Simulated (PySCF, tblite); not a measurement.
**SiH5O radical, an adsorbate on a surface model (Si site with back bonds [H], [H], [H]): interaction energy, infrared bands and EPR parameters**

Wanted: the interaction energy, infrared bands and EPR parameters for `[SiH3]` with `O`.

Programs: tblite 0.8.0 and PySCF 2.14.0. All values are calculated, for the isolated system unless a continuum is named. Atoms count from 0, parts from 1.

## Step 1: Starting point

7 atoms, charge 0, multiplicity 2; geometry: rigid parts in contact. Parts: 1 = atoms 0–3, `[SiH3]`, charge 0; 2 = atoms 4–6, `O`, charge 0.

## Step 2: Bringing the parts together with GFN2-xTB

Job settings and geometry (Å):

```
{"job": {"kind": "dock", "xc": "GFN2-xTB", "basis": "xTB"}, "charge": 0, "multiplicity": 2, "parts": [{"atoms": "0-3", "charge": 0, "multiplicity": 2}, {"atoms": "4-6", "charge": 0, "multiplicity": 1}]}
Si     0.046359     0.232500     0.024844
H      0.246369    -0.276503     1.366856
H     -1.325805     0.230000    -0.441302
H      1.033077    -0.185997    -0.950398
O      0.144058     3.327259    -0.590311
H     -0.692858     3.772860    -0.735519
H      0.200948     3.128331     0.346154
```

With the program's defaults for keys left out, this is: GFN2-xTB search for minima from random contacts, gas phase.

The run is started by

```bash
$ OMP_NUM_THREADS=1 python cluster_run.py task.json out
```

One launch serves the whole session: the jobs run in the order shown.

**Question.** The jobs that follow are: PBE0-D3(BJ)/def2-SVPD geometry optimisation, gas phase; wB97M-D3(BJ)/def2-TZVPD interaction energy, counterpoise and uncorrected, gas phase; PBE0-D3(BJ)/def2-TZVPD interaction energy, counterpoise and uncorrected, gas phase; PBE0-D3(BJ)/def2-SVPD harmonic vibrations by differences of gradients, gas phase; UKS B3LYP, IGLO-III on O Si, pcH-1 on H, non-relativistic, mean-field spin-orbit, GIAO. Predict: binding energy (GFN2-xTB); point group; rotational constants (main isotopes); interaction energy, counterpoise (wB97M-D3(BJ)/def2-TZVPD); superposition error; binding energy (with deformation); strongest single infrared mode (PBE0-D3(BJ)/def2-SVPD); g(iso) (B3LYP); ⟨S²⟩; largest a(iso).

The runs gave:

| quantity | value |
| --- | --- |
| binding energy (GFN2-xTB) | -1.19 kcal/mol |
| point group | C1 |
| rotational constants (main isotopes) | 78.60, 3.26, 3.23 GHz |
| interaction energy, counterpoise (wB97M-D3(BJ)/def2-TZVPD) | -0.72 kcal/mol |
| superposition error | 0.06 kcal/mol |
| binding energy (with deformation) | -0.70 kcal/mol |
| strongest single infrared mode (PBE0-D3(BJ)/def2-SVPD) | 194 cm⁻¹ |
| g(iso) (B3LYP) | 2.00361 |
| ⟨S²⟩ | 0.752 (exact 0.75) |
| largest a(iso) | 29Si on Si0, -450.8 MHz |
| range of the interaction energy over the runs of this table | -1.38 to -0.72 kcal/mol |

In words: At its xTB geometry the search ends with the contact Si0···O4 (inside the van der Waals sum, 3.41 Å); 6 starts can't prove it the lowest minimum. A later relaxation moves these distances. The start of the PBE0/def2-SVPD relaxation was shaken at random by about 0.01 Å, so part of the energy gained, and of the first lengths quoted, undoes that. Relaxing lowered the energy by 0.124 eV in 7 steps; the close pair that moved most is Si0–H1, from 1.435 to 1.491 Å. The attractive terms split as electrostatic 47 %, orbital 34 %, dispersion 19 %, against 2.60 kcal/mol of Pauli repulsion. At PBE0-D3(BJ)/def2-SVPD the lowest mode is imaginary (66i cm⁻¹), so the geometry is not a minimum there. Si0 carries the largest spin population, 0.95 e. The isotropic g lies 1.3 ppt above the free-electron value. The interaction energy runs from -1.38 (PBE0-D3(BJ)/def2-TZVPD) to -0.72 kcal/mol (wB97M-D3(BJ)/def2-TZVPD).
